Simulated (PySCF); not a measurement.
**PySCF run on LiN**

Input:

```python
from pyscf import gto, scf, solvent

mol = gto.M(
    atom='Li 0 0 0; N 0 0 1.94',
    basis='sbkjc',
    ecp={'Li': 'sbkjc', 'N': 'sbkjc'},
    charge=0,
    spin=0,
    verbose=4,
)
mf = scf.RHF(mol)
mf = solvent.PCM(mf)
mf.with_solvent.eps = 32.6
mf.kernel()
mf.mulliken_pop()
mf.dip_moment()
print('orbital energies (hartree):', mf.mo_energy[..., max(0, mol.nelec[1]-3):mol.nelec[0]+3].round(4))
```

```bash
$ OMP_NUM_THREADS=1 python input.py
```

Output:

```
PySCF version 2.14.0

[INPUT] verbose = 4
[INPUT] num. atoms = 2
[INPUT] num. electrons = 6
[INPUT] charge = 0
[INPUT] spin (= nelec alpha-beta = 2S) = 0
[INPUT] symmetry False subgroup None
[INPUT] Mole.unit = angstrom
[INPUT] Symbol           X                Y                Z      unit          X                Y                Z       unit  Magmom
[INPUT]  1 Li     0.000000000000   0.000000000000   0.000000000000 AA    0.000000000000   0.000000000000   0.000000000000 Bohr   0.0
[INPUT]  2 N      0.000000000000   0.000000000000   1.940000000000 AA    0.000000000000   0.000000000000   3.666068681656 Bohr   0.0

nuclear repulsion = 1.36385879103093
number of shells = 8
number of NR pGTOs = 32
number of NR cGTOs = 16
basis = sbkjc
ecp = {'Li': 'sbkjc', 'N': 'sbkjc'}

******** <class 'pyscf.solvent._attach_solvent.PCMRHF'> ********
method = PCMRHF
initial guess = minao
damping factor = 0
level_shift factor = 0
DIIS = <class 'pyscf.scf.diis.CDIIS'>
diis_start_cycle = 1
diis_space = 8
diis_damp = 0
SCF conv_tol = 1e-09
SCF conv_tol_grad = None
SCF max_cycles = 50
direct_scf = True
direct_scf_tol = 1e-13
******** <class 'pyscf.solvent.pcm.PCM'> (In testing) ********

WARN: PCM is an experimental feature. It is still in testing.
Features and APIs may be changed in the future.

lebedev_order = 29 (302 grids per sphere)
eps = 32.6
frozen = False
Set gradient conv threshold to 3.16228e-05
Initial guess from minao.
PCM E_diel = -0.000500285169082367
Solvent Energy = -0.000500285169082367
init E= -8.6670016223699

WARN: HOMO -0.00261611334740172 == LUMO -0.00261611334740141

PCM E_diel = -0.060663696764037
Solvent Energy = -0.060663696764037
cycle= 1 E= -9.04775304754992  delta_E= -0.381  |g|= 0.989  |ddm|= 2.37
  HOMO = -0.619539609459471  LUMO = -0.438030744230847  gap/eV = 4.93911
PCM E_diel = -0.0400587425690644
Solvent Energy = -0.0400587425690644
cycle= 2 E= -9.52858760403682  delta_E= -0.481  |g|= 0.802  |ddm|= 2.07
  HOMO = -0.350176136230101  LUMO = -0.00616946734538071  gap/eV = 9.36090
PCM E_diel = -0.0345995306295594
Solvent Energy = -0.0345995306295594
cycle= 3 E= -9.71897779964111  delta_E= -0.19  |g|= 0.244  |ddm|= 0.721
  HOMO = -0.349005425894239  LUMO = 0.0340960276158941  gap/eV = 10.42472
PCM E_diel = -0.0384689595279487
Solvent Energy = -0.0384689595279487
cycle= 4 E= -9.74255178109284  delta_E= -0.0236  |g|= 0.0284  |ddm|= 0.346
  HOMO = -0.339417199351696  LUMO = 0.0336421007918769  gap/eV = 10.15146
PCM E_diel = -0.0410085353420653
Solvent Energy = -0.0410085353420653
cycle= 5 E= -9.74399567824291  delta_E= -0.00144  |g|= 0.00941  |ddm|=  0.1
  HOMO = -0.342575856477978  LUMO = 0.0323255890978202  gap/eV = 10.20159
PCM E_diel = -0.0418433014655395
Solvent Energy = -0.0418433014655395
cycle= 6 E= -9.74411743334732  delta_E= -0.000122  |g|= 0.00337  |ddm|= 0.0427
  HOMO = -0.340635757308811  LUMO = 0.0326747567676294  gap/eV = 10.15830
PCM E_diel = -0.0418581124951818
Solvent Energy = -0.0418581124951818
cycle= 7 E= -9.74412292130032  delta_E= -5.49e-06  |g|= 0.000424  |ddm|= 0.00575
  HOMO = -0.340822994577076  LUMO = 0.0326648649521228  gap/eV = 10.16312
PCM E_diel = -0.0418322225132082
Solvent Energy = -0.0418322225132082
cycle= 8 E= -9.74412313251895  delta_E= -2.11e-07  |g|= 0.000304  |ddm|= 0.00142
  HOMO = -0.340680402009713  LUMO = 0.0326965423861635  gap/eV = 10.16010
PCM E_diel = -0.0418295707468654
Solvent Energy = -0.0418295707468654
cycle= 9 E= -9.74412317339734  delta_E= -4.09e-08  |g|= 1.91e-05  |ddm|= 0.000501
  HOMO = -0.340666171237468  LUMO = 0.0326957769818779  gap/eV = 10.15970
PCM E_diel = -0.0418282368717856
Solvent Energy = -0.0418282368717856
cycle= 10 E= -9.74412317398132  delta_E= -5.84e-10  |g|= 5.94e-06  |ddm|= 8.94e-05
  HOMO = -0.340664795657777  LUMO = 0.0326964656206694  gap/eV = 10.15968
PCM E_diel = -0.041828174712329
Solvent Energy = -0.041828174712329
Extra cycle  E= -9.74412317402326  delta_E= -4.19e-11  |g|= 4.2e-06  |ddm|= 1.16e-05
converged SCF energy = -9.74412317402326
 ** Mulliken pop  **
pop of  0 Li 2s           0.16313
pop of  0 Li 3s          -0.03115
pop of  0 Li 2px          0.04084
pop of  0 Li 2py          0.02299
pop of  0 Li 2pz          0.10481
pop of  0 Li 3px          0.00201
pop of  0 Li 3py          0.00113
pop of  0 Li 3pz          0.01480
pop of  1 N 2s            1.33970
pop of  1 N 3s            0.58918
pop of  1 N 2px           0.77452
pop of  1 N 2py           0.43597
pop of  1 N 2pz           1.23641
pop of  1 N 3px           0.46231
pop of  1 N 3py           0.26022
pop of  1 N 3pz           0.58312
 ** Mulliken atomic charges  **
charge of    0Li =      0.68142
charge of    1N =     -0.68142
Dipole moment(X, Y, Z, Debye):  0.00000, -0.00000, -8.41150
orbital energies (hartree): [-0.8845 -0.3543 -0.3407  0.0327  0.0358  0.0508]
```

In short: E(SCF) = -9.744123 Eh, 10 cycles, μz(SCF) = -8.41 D.

Hardware: Arm Neoverse V2, 1 thread, shared host. Wall time 0.88 s.

Stability towards an unrestricted solution was not tested. The bond length is a typed value, not an optimised one.
